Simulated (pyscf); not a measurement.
Structures and frequencies: ωB97X-D3(BJ)/def2-SVP in PySCF.

Problem. PBE/def2-TZVP puts the barrier of `[NH2][B]([OH])[Cl]` + `[ClH]` → `[NH2][B]([Cl])[Cl]` + `[OH2]` (four-centre exchange; singlet surface; B–O, Cl–H broken, B–Cl, H–O formed) at 21.1 kcal/mol and the reaction energy at +8.9 kcal/mol, from the separated reactants. What do r²SCAN/def2-TZVP, B3LYP-D3(BJ)/def2-TZVP, ωB97M-D3(BJ)/def2-TZVP give on the same structures?

Solution. r²SCAN: ΔE‡ = 21.8 kcal/mol, ΔE = +9.9 kcal/mol; B3LYP-D3(BJ): ΔE‡ = 24.7 kcal/mol, ΔE = +10.1 kcal/mol; ωB97M-D3(BJ): ΔE‡ = 24.8 kcal/mol, ΔE = +10.2 kcal/mol. PBE's barrier lies under all of them, by 0.7 to 3.7 kcal/mol. Its reaction energy lies under all of them, by 1.0 to 1.3 kcal/mol. On the reactant side the descent ends in a complex, 6.0 kcal/mol under the separated species and 30.5 kcal/mol under the saddle at ωB97X-D3(BJ)/def2-TZVP. The products may also form a dative adduct at H₂N–B(Cl)–Cl; it and routes through it were not searched. The same reactants have a lower exit, to HO–B(Cl)–Cl + NH₃ (barrier +12.5 kcal/mol at ωB97M-D3(BJ), against +24.8 kcal/mol here). One saddle was located; it need not be the lowest between these sides.
